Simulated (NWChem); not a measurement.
All runs are NWChem calculations. System: diphosphorus (P2), charge 0, spin multiplicity 1, at a geometry optimised with PBE0/def2-SVP. Level: MP2/def2-TZVP, 10 core orbitals frozen.

Job file:

```
start mol
memory heap 200 mb stack 900 mb global 1100 mb
geometry units angstroms nocenter noautoz
  P      0.000000     0.000000     0.945544
  P      0.000000     0.000000    -0.945544
  symmetry group D2h
end
basis spherical
  * library def2-tzvp
end
scf
  rhf
  nopen 0
  maxiter 100
  thresh 1e-7
  semidirect memsize 60000000 filesize 0
end
mp2
  freeze core 10
end
task mp2 energy
```

NWChem printed:

```
             Northwest Computational Chemistry Package (NWChem) 7.3.0
             --------------------------------------------------------

                                NWChem Input Module
                                -------------------

 Scaling coordinates for geometry "geometry" by  1.889725989
 (inverse scale =  0.529177249)

 Turning off AUTOSYM since
 SYMMETRY directive was detected!

                             Geometry "geometry" -> ""
                             -------------------------

 Output coordinates in angstroms (scale by  1.889725989 to convert to a.u.)

  No.       Tag          Charge          X              Y              Z
 ---- ---------------- ---------- -------------- -------------- --------------
    1 P                   15.0000     0.00000000     0.00000000     0.94554400
    2 P                   15.0000     0.00000000     0.00000000    -0.94554400

 Effective nuclear repulsion energy (a.u.)      62.9610473045

            Nuclear Dipole moment (a.u.)
            ----------------------------
        X                 Y               Z
 ---------------- ---------------- ----------------
     0.0000000000     0.0000000000     0.0000000000

      Symmetry information
      --------------------

 Group name             D2h
 Group number             26
 Group order               8
 No. of unique centers     1

      Symmetry unique atoms

     1


 Summary of "ao basis" -> "" (spherical)
 ------------------------------------------------------------------------------
       Tag                 Description            Shells   Functions and Types
 ---------------- ------------------------------  ------  ---------------------
 *                         def2-tzvp                  on all atoms

 Summary of "ao basis" -> "ao basis" (spherical)
 ------------------------------------------------------------------------------
       Tag                 Description            Shells   Functions and Types
 ---------------- ------------------------------  ------  ---------------------
 P                         def2-tzvp                13       37   5s5p2d1f

                                 NWChem SCF Module
                                 -----------------

  ao basis        = "ao basis"
  functions       =    74
  atoms           =     2
  closed shells   =    15
  open shells     =     0
  charge          =   0.00
  wavefunction    = RHF
  use symmetry    = T
  symmetry adapt  = T

 Summary of "ao basis" -> "ao basis" (spherical)
 ------------------------------------------------------------------------------
       Tag                 Description            Shells   Functions and Types
 ---------------- ------------------------------  ------  ---------------------
 P                         def2-tzvp                13       37   5s5p2d1f

      Symmetry analysis of basis
      --------------------------

        ag         16
        au          3
        b1g         3
        b1u        16
        b2g         9
        b2u         9
        b3g         9
        b3u         9

 Forming initial guess at       0.1s

      Superposition of Atomic Density Guess
      -------------------------------------

 Sum of atomic energies:        -681.30222861

      Non-variational initial energy
      ------------------------------

 Total energy =    -681.544801
 1-e energy   =   -1068.042562
 2-e energy   =     323.536714
 HOMO         =      -0.291228
 LUMO         =      -0.065799

      Symmetry analysis of molecular orbitals - initial
      -------------------------------------------------

 !! scf_movecs_sym_adapt:   46 vectors were symmetry contaminated

  Symmetry fudging

 !! scf_movecs_sym_adapt:   42 vectors were symmetry contaminated

  Numbering of irreducible representations:

     1 ag          2 au          3 b1g         4 b1u         5 b2g
     6 b2u         7 b3g         8 b3u

  Orbital symmetries:

     1 b1u         2 ag          3 ag          4 b1u         5 ag
     6 b1u         7 b2u         8 b3u         9 b3g        10 b2g
    11 ag         12 b1u        13 b3u        14 b2u        15 ag
    16 b3g        17 b2g        18 b1u        19 ag         20 b2u
    21 b3u        22 b1u        23 ag         24 b1g        25 ag

 Starting SCF solution at       0.7s

 ----------------------------------------------
         Quadratically convergent ROHF

 Convergence threshold     :          1.000E-07
 Maximum no. of iterations :          100
 Final Fock-matrix accuracy:          1.000E-09
 ----------------------------------------------

              iter       energy          gnorm     gmax       time
             ----- ------------------- --------- --------- --------
                 1     -681.4723773051  2.39D-01  1.02D-01      0.7
                 2     -681.4798806062  5.49D-02  1.78D-02      0.8
                 3     -681.4801295149  2.82D-03  1.41D-03      0.8
                 4     -681.4801307695  5.74D-06  2.39D-06      0.9
                 5     -681.4801307695  3.75D-09  1.01D-09      1.0

       Final RHF  results
       ------------------

         Total SCF energy =   -681.480130769464
      One-electron energy =  -1068.776160273979
      Two-electron energy =    324.334982200036
 Nuclear repulsion energy =     62.961047304479

        Time for solution =      0.3s

       Symmetry analysis of molecular orbitals - final
       -----------------------------------------------

  Numbering of irreducible representations:

     1 ag          2 au          3 b1g         4 b1u         5 b2g
     6 b2u         7 b3g         8 b3u

  Orbital symmetries:

     1 b1u         2 ag          3 ag          4 b1u         5 ag
     6 b3u         7 b2u         8 b2g         9 b3g        10 b1u
    11 ag         12 b1u        13 ag         14 b3u        15 b2u
    16 b2g        17 b3g        18 b1u        19 ag         20 b3u
    21 b2u        22 b1u        23 ag         24 b1g        25 ag

             Final eigenvalues
             -----------------

              1
    1  -79.9697
    2  -79.9696
    3   -7.5146
    4   -7.5138
    5   -5.4069
    6   -5.4056
    7   -5.4056
    8   -5.4053
    9   -5.4053
   10   -5.4045
   11   -0.8998
   12   -0.6054
   13   -0.4067
   14   -0.3701
   15   -0.3701
   16    0.0234
   17    0.0234
   18    0.1616
   19    0.2739
   20    0.3054
   21    0.3054
   22    0.3680
   23    0.3745
   24    0.3745
   25    0.3865

                       ROHF Final Molecular Orbital Analysis
                       -------------------------------------

 Vector   13  Occ=2.000000D+00  E=-4.067469D-01  Symmetry=ag
              MO Center=  2.8D-17,  4.9D-19,  1.5D-15, r^2= 3.1D+00
   Bfn.  Coefficient  Atom+Function         Bfn.  Coefficient  Atom+Function
  ----- ------------  ---------------      ----- ------------  ---------------
    17      0.358132  1 P  pz                54     -0.358132  2 P  pz
     5      0.271971  1 P  s                 42      0.271971  2 P  s
    20      0.186419  1 P  pz                57     -0.186419  2 P  pz
    14      0.170718  1 P  pz                51     -0.170718  2 P  pz

 Vector   14  Occ=2.000000D+00  E=-3.701198D-01  Symmetry=b3u
              MO Center= -2.7D-16, -6.8D-32,  3.0D-17, r^2= 2.3D+00
   Bfn.  Coefficient  Atom+Function         Bfn.  Coefficient  Atom+Function
  ----- ------------  ---------------      ----- ------------  ---------------
    15      0.328725  1 P  px                52      0.328725  2 P  px
    18      0.220998  1 P  px                55      0.220998  2 P  px

 Vector   15  Occ=2.000000D+00  E=-3.701198D-01  Symmetry=b2u
              MO Center=  2.6D-31,  4.4D-16,  1.5D-18, r^2= 2.3D+00
   Bfn.  Coefficient  Atom+Function         Bfn.  Coefficient  Atom+Function
  ----- ------------  ---------------      ----- ------------  ---------------
    16      0.328725  1 P  py                53      0.328725  2 P  py
    19      0.220998  1 P  py                56      0.220998  2 P  py

 Vector   16  Occ=0.000000D+00  E= 2.344741D-02  Symmetry=b2g
              MO Center= -7.9D-16,  2.7D-30, -1.0D-16, r^2= 3.9D+00
   Bfn.  Coefficient  Atom+Function         Bfn.  Coefficient  Atom+Function
  ----- ------------  ---------------      ----- ------------  ---------------
    18      0.612591  1 P  px                55     -0.612591  2 P  px
    15      0.270536  1 P  px                52     -0.270536  2 P  px
    12      0.151882  1 P  px                49     -0.151882  2 P  px

 Vector   17  Occ=0.000000D+00  E= 2.344741D-02  Symmetry=b3g
              MO Center= -1.3D-29, -7.3D-16, -9.6D-18, r^2= 3.9D+00
   Bfn.  Coefficient  Atom+Function         Bfn.  Coefficient  Atom+Function
  ----- ------------  ---------------      ----- ------------  ---------------
    19      0.612591  1 P  py                56     -0.612591  2 P  py
    16      0.270536  1 P  py                53     -0.270536  2 P  py
    13      0.151882  1 P  py                50     -0.151882  2 P  py

 Vector   18  Occ=0.000000D+00  E= 1.616459D-01  Symmetry=b1u
              MO Center=  3.9D-17,  3.6D-17, -4.5D-16, r^2= 8.5D+00
   Bfn.  Coefficient  Atom+Function         Bfn.  Coefficient  Atom+Function
  ----- ------------  ---------------      ----- ------------  ---------------
     5      3.286421  1 P  s                 42     -3.286421  2 P  s
    20     -2.192702  1 P  pz                57     -2.192702  2 P  pz
    17     -0.590628  1 P  pz                54     -0.590628  2 P  pz
    28      0.394575  1 P  d  0              65     -0.394575  2 P  d  0
     3     -0.152593  1 P  s                 40      0.152593  2 P  s

 center of mass
 --------------
 x =   0.00000000 y =   0.00000000 z =   0.00000000

 moments of inertia (a.u.)
 ------------------
         197.781234074097           0.000000000000           0.000000000000
           0.000000000000         197.781234074097           0.000000000000
           0.000000000000           0.000000000000           0.000000000000

  Mulliken analysis of the total density
  --------------------------------------

    Atom       Charge   Shell Charges
 -----------   ------   -------------------------------------------------------
    1 P   15    15.00   2.01  0.54  1.43  1.07  0.78  4.16  1.70  0.64  1.64  0.89  0.04  0.09  0.01
    2 P   15    15.00   2.01  0.54  1.43  1.07  0.78  4.16  1.70  0.64  1.64  0.89  0.04  0.09  0.01

       Multipole analysis of the density wrt the origin
       ------------------------------------------------

     L   x y z        total         open         nuclear
     -   - - -        -----         ----         -------
     0   0 0 0     -0.000000      0.000000     30.000000

     1   1 0 0      0.000000      0.000000      0.000000
     1   0 1 0     -0.000000      0.000000      0.000000
     1   0 0 1     -0.000000      0.000000      0.000000

     2   2 0 0    -19.683881      0.000000      0.000000
     2   1 1 0     -0.000000      0.000000      0.000000
     2   1 0 1     -0.000000      0.000000      0.000000
     2   0 2 0    -19.683881      0.000000      0.000000
     2   0 1 1      0.000000      0.000000      0.000000
     2   0 0 2    -18.903801      0.000000     95.781672

                   NWChem MP2 Semi-direct Energy/Gradient Module
                   ---------------------------------------------

  Basis functions       =     74
  Molecular orbitals    =     74
  Frozen core           =     10
  Frozen virtuals       =      0
  Active alpha occupied =      5
  Active beta occupied  =      5
  Active alpha virtual  =     59
  Active beta virtual   =     59
  Use MO symmetry       = T
  Use skeleton AO sym   = T

  AO/Fock/Back tols     =   1.0D-09  1.0D-09  1.0D-09

 GA uses MA = F    GA memory limited = T

 Available:
  local mem=  1.26D+08
 global mem=  1.44D+08
 local disk=  0.00D+00
  mp2_memr nvloc                    59
  nvloc new                    59
   1 passes of   5:        4194304                      25915                   2761674.
   1 passes of   5: M    126152456           G      144168248           F     121958152.

 Semi-direct pass number   1 of   1  for RHF alpha+beta  at        1.1s
  vrange nnbf                  2744
  mp2_eaftype                    10  avail_ma_in_mb                  1099
 EAF : mp2_eaftype filesize          10    1380837.
  mp2_eaf for mointskh                     10
Node 0 wrote      6.5 Mb in      0.0 s     Agg I/O rate:  2957.3 Mb/s
 Done moints_semi at        2.9s
  mp2_eaftype                    10  avail_ma_in_mb                  1089
 EAF : mp2_eaftype filesize          10    1380837.
  mp2_eaf for kh                    10
 Done maket at        3.0s
 Done multipass loop at        3.0s

          -------------------------------------------
          SCF energy                -681.480130769464
          Correlation energy          -0.274053010495
          Singlet pairs               -0.173957221310
          Triplet pairs               -0.100095789185
          Total MP2 energy          -681.754183779958
          -------------------------------------------

          ---------------------------------------------------
                    Spin Component Scaled (SCS) MP2
          Same spin pairs                     -0.066730526123
          Same spin scaling factor             0.333333333333
          Opposite spin pairs                 -0.207322484371
          Opposite spin scaling fact.          1.200000000000
          SCS-MP2 correlation energy          -0.271030489953
          Total SCS-MP2 energy              -681.751161259417
          ---------------------------------------------------

 -----------------------
 Performance information
 -----------------------

 Timer overhead =  2.23D-07 seconds/call

               Nr. of calls         CPU time (s)                 Wall time (s)                GFlops
             ---------------    -------------------     ------------------------------   -------------------
Name         Min   Avg   Max    Min     Avg     Max     Min     Avg     Max   Mx/calls   Min     Max     Sum
mp2: moin     1     1     1    1.8     1.8     1.8      1.8     1.8     1.8     1.8      0.0     0.0     0.0
mp2: make     1     1     1   2.45E-2 2.45E-2 2.45E-2  2.45E-2 2.45E-2 2.45E-2 2.45E-2   0.0     0.0     0.0
mp2: tota     1     1     1    1.9     1.9     1.9      1.9     1.9     1.9     1.9      0.0     0.0     0.0

 The average no. of pstat calls per process was 3.00D+00
 with a timing overhead of 6.69D-07s

 Task  times  cpu:        2.9s     wall:        2.9s

 Total times  cpu:        3.0s     wall:        3.0s
```
